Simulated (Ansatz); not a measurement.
fcc Pd, treated with rVV10 (Ansatz, a program for electronic structure, PAW).

Settings: plane-wave cutoff 520 eV, 24×24×24 k mesh, Fermi–Dirac smearing 0.05 eV, scalar-relativistic PAW data made under PBE.

Equation-of-state points:

| V (Å³/atom) | E − E_lowest (meV/atom) | P (GPa) |
|---|---|---|
| 14.758 | 33.58 | 12.08 |
| 15.072 | 14.41 | 7.57 |
| 15.386 | 3.56 | 3.60 |
| 15.700 | 0.00 | 0.10 |
| 16.014 | 2.88 | -2.97 |
| 16.328 | 11.40 | -5.67 |
| 16.642 | 24.89 | -8.04 |

**Question.** Estimate the bulk modulus from the pressures at 15.386 and 16.014 Å³/atom, and compare it with a fit to all energies.

**Answer.** B = −V dP/dV. Between V = 15.386 and 16.014 Å³/atom, dP/dV = (-2.97 − (3.60))/(16.014 − 15.386) = -10.5 GPa per Å³/atom; at the midpoint 15.700 Å³/atom this gives B ≈ 164 GPa. The third-order Birch–Murnaghan fit gives V0 = 15.710 Å³/atom, B0 = 163 GPa, B′ = 5.4, which lies within 1 % of that estimate.

Measured, for comparison: bulk modulus 195 GPa (zero-point energy and finite temperature contributions removed, our sources range from 187 to 198; as tabulated in doi:10.1021/acs.jctc.3c00612); equilibrium volume per atom 14.56 Å³/atom (static lattice: zero-point anharmonic expansion removed; as tabulated in Mejia-Rodriguez and Trickey (2018), arXiv:1807.09216). Computed (rounded) less measured: bulk modulus -16 % (-13 % to -18 % over the range), equilibrium volume per atom +7.9 %.

Computing time: roughly 50 core-seconds.
